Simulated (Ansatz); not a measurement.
# BNHS (quartet): the correlation ladder, cc-pVDZ

How much of the correlation energy of BNHS (quartet) does each wave-function method recover here?

Method: cc-pVDZ, core rule «outside noble gas», up to 7 orbitals frozen; program: Ansatz 0.2.0, Gaussian basis.

To be run: UHF; CCSD(T) on ROHF; CCSD(T) on UHF; BCCD(T) on ROHF; CISD as a restricted active space (open shells left free, so some higher excitations enter); CCSDT(Q) on ROHF; CCSDT(Q) on UHF.

32 further runs of the same task are left out: 6 for a known fault of the program, 14 that didn't finish, 12 set aside as unsound or not needed. Runs told in other sessions of the task aren't counted.

### Step 1. The system

The geometry is a PBE0/def2-TZVP stationary point (not a proven minimum).

4 atoms, charge 0, spin multiplicity 4.

Atoms are counted from 1 here; the program's logs count them from 0.

Bond lengths: B1–N2 1.414 Å, B1–H4 1.195 Å, N2–S3 1.539 Å. Angles: N2–B1–H4 123.0°, B1–N2–S3 128.1°.

### Step 2. UHF

Contents of in.yaml:

```yaml
crystal:
  periodic: [false, false, false]
  atoms:
    - {symbol: B, position_ang: [0.000000, -0.350038, 1.730287]}
    - {symbol: N, position_ang: [0.000000, 0.423569, 0.546386]}
    - {symbol: S, position_ang: [0.000000, -0.071192, -0.910810]}
    - {symbol: H, position_ang: [0.000000, 0.133189, 2.823497]}
basis:
  gaussian: {orbitals: cc-pVDZ}
magnetization: {spin_polarized: true, initial_magnetization: 3}
hamiltonian: {xc: hf}
output: {orbitals: {seedname: orbitals}}
```

Launch:

```
$ ansatz run in.yaml --threads 1 --pin off --events-out ev --progress --plain --max-ram 2393MiB
```

The runs that follow: CCSD(T) on ROHF; CCSD(T) on UHF; BCCD(T) on ROHF; CISD as a restricted active space (open shells left free, so some higher excitations enter); CCSDT(Q) on ROHF; CCSDT(Q) on UHF.

**Question.** What will the summary of the whole plan be? Wanted: UCCSDT(Q) from the RHF energy; RMP2 from UCCSDT(Q); UMP2 from UCCSDT(Q); RCCSD from UCCSDT(Q); RCCSD(T) from UCCSDT(Q); UCCSD(T) from UCCSDT(Q); RCCSDT(Q) from UCCSDT(Q); T1 diagnostic.

The runs gave:

| quantity | value |
| --- | --- |
| UCCSDT(Q) from the ROHF energy | -10.3752 eV |
| RMP2 from UCCSDT(Q) | +967.6 meV |
| UMP2 from UCCSDT(Q) | +1161.3 meV |
| RCCSD from UCCSDT(Q) | +440.2 meV |
| RCCSD(T) from UCCSDT(Q) | +60.0 meV |
| UCCSD(T) from UCCSDT(Q) | +63.3 meV |
| RCCSDT(Q) from UCCSDT(Q) | +1.8 meV |
| levels within 1 kcal/mol (43 meV) | RCCSDT, UCCSDT, RCCSDT(Q) |
| T1 diagnostic | 0.024 |

RCCSD(T) misses by +60.0 meV, 0.6 % of the correlation energy. These misses are within one basis, not against nature; the frozen cores of restricted and unrestricted runs differ, which can shift their rows.

With open shells the CI space here admits some higher excitations, so it is larger than plain CISD.
